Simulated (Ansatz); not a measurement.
**UHF/aug-cc-pVDZ run of CH4FSi (SMILES C[SiH]F)**

What is the vertical doublet–quartet gap of CH4FSi at UHF/aug-cc-pVDZ? 

The calculation is run with Ansatz 0.2.0.

45 further runs of the same task are left out: 45 set aside as unsound or not needed.

### Step 1. Starting point

The species is CH4FSi (7 atoms), meant as a doublet with charge 0. As SMILES, `C[SiH]F`. The coordinates come from a PBE0-D4/def2-TZVP relaxation.

Bond lengths: C1–Si2 1.864 Å, Si2–F3 1.609 Å, C1–H4 1.091 Å, C1–H5 1.093 Å, C1–H6 1.094 Å, Si2–H7 1.494 Å. Angles: C1–Si2–F3 108.7°, C1–Si2–H7 111.7°, F3–Si2–H7 106.7°, Si2–C1–H4 111.5°, Si2–C1–H5 109.9°, Si2–C1–H6 110.0°, H4–C1–H5 108.4°, H4–C1–H6 108.5°, H5–C1–H6 108.5°.

### Step 2. The energy at UHF/aug-cc-pVDZ

The input, input.yaml:

```yaml
crystal:
  periodic: [false, false, false]
  atoms:
    - {symbol: C, position_ang: [-0.653500, 0.389500, -0.298000]}
    - {symbol: Si, position_ang: [0.917400, -0.594100, -0.104100]}
    - {symbol: F, position_ang: [0.640700, -1.812800, 0.909600]}
    - {symbol: H, position_ang: [-1.444900, -0.207800, -0.754100]}
    - {symbol: H, position_ang: [-0.470200, 1.260900, -0.931700]}
    - {symbol: H, position_ang: [-1.000700, 0.738300, 0.679600]}
    - {symbol: H, position_ang: [2.011300, 0.226000, 0.498700]}
basis:
  gaussian:
    orbitals: aug-cc-pVDZ
accuracy: high
output:
  orbitals: {seedname: orbitals}
hamiltonian:
  xc: hf
magnetization:
  spin_polarized: true
  initial_magnetization: 1
```

Launch:

```
$ ansatz run input.yaml --threads 1 --pin off --max-ram 3480MiB --events-out events.jsonl --progress --plain --runs-dir runs
```

What it wrote:

```text
Warning: RAYON_NUM_THREADS=1 ignored (pool sized by the plan → 1); use --threads N
Functional definition: HF
  name "HF"
  exchange = exact_x
  correlation = 0
2190 factors; integrals over basis functions are off by at most 3.6e-9 eV
mean field evaluation 1: about -11659.8798 eV, gradient 2.5e1 eV
mean field evaluation 2: about -11659.9105 eV, gradient 2.5e1 eV
mean field evaluation 4: about -11662.9501 eV, gradient 2.6e0 eV
mean field evaluation 8: about -11663.0286 eV, gradient 1.3e-1 eV
mean field -11663.02902729 eV, -428.6084112679 hartree, gradient 6.6e-8 eV, S^2 0.753006; 0 other end points of the search recorded, 0 dependent functions left out
reference -11663.02902729 eV, -428.6084112679 hartree; 17, 16 occupied and 92, 93 virtual orbitals, 2190 factors
Total energy: -11663.02902729 eV, -428.6084112679 hartree
```

Wall time 5.4 s (1 thread of Arm Neoverse V2, shared host); peak memory 0.36 GiB.

### Step 3. The quartet

The input, in.yaml:

```yaml
basis:
  gaussian:
    orbitals: aug-cc-pVDZ
crystal:
  periodic: [false, false, false]
  atoms:
    - {symbol: C, position_ang: [-0.653500, 0.389500, -0.298000]}
    - {symbol: Si, position_ang: [0.917400, -0.594100, -0.104100]}
    - {symbol: F, position_ang: [0.640700, -1.812800, 0.909600]}
    - {symbol: H, position_ang: [-1.444900, -0.207800, -0.754100]}
    - {symbol: H, position_ang: [-0.470200, 1.260900, -0.931700]}
    - {symbol: H, position_ang: [-1.000700, 0.738300, 0.679600]}
    - {symbol: H, position_ang: [2.011300, 0.226000, 0.498700]}
magnetization:
  spin_polarized: true
  initial_magnetization: 3
hamiltonian:
  xc: hf
accuracy: high
output: {orbitals: {seedname: orbitals}}
```

Launch:

```
$ ansatz run in.yaml --threads 1 --pin off --max-ram 3480MiB --events-out events.jsonl --progress --plain --runs-dir runs
```

What it wrote, shortened:

```text
Warning: RAYON_NUM_THREADS=1 ignored (pool sized by the plan → 1); use --threads N
Functional definition: HF
  name "HF"
[...]
2190 factors; integrals over basis functions are off by at most 3.6e-9 eV
[...]
mean field -11655.10174023 eV, -428.3170888417 hartree, gradient 6.0e-8 eV, S^2 3.778849; 2 other end points of the search recorded, 0 dependent functions left out
reference -11655.10174023 eV, -428.3170888417 hartree; 18, 15 occupied and 91, 94 virtual orbitals, 2190 factors
Total energy: -11655.10174023 eV, -428.3170888417 hartree
```

Wall time 29 s (1 thread of Arm Neoverse V2, shared host); peak memory 0.43 GiB.

### Step 4. Outcome

At UHF/aug-cc-pVDZ:

| quantity | value |
| --- | --- |
| doublet: total energy | -428.60841 Eh |
| doublet: HOMO energy (highest over α and β) | -9.20 eV |
| doublet: LUMO energy (lowest over α and β) | 0.77 eV |
| doublet: ⟨S²⟩ | 0.753 |
| quartet: total energy | -428.31709 Eh |
| quartet: HOMO energy (highest over α and β) | -3.68 eV |
| quartet: ⟨S²⟩ | 3.779 |
| vertical energy of the quartet above the doublet | 7.927 eV |

**Reading.** At this shape the quartet lies 7.93 eV (765 kJ/mol) above the doublet.
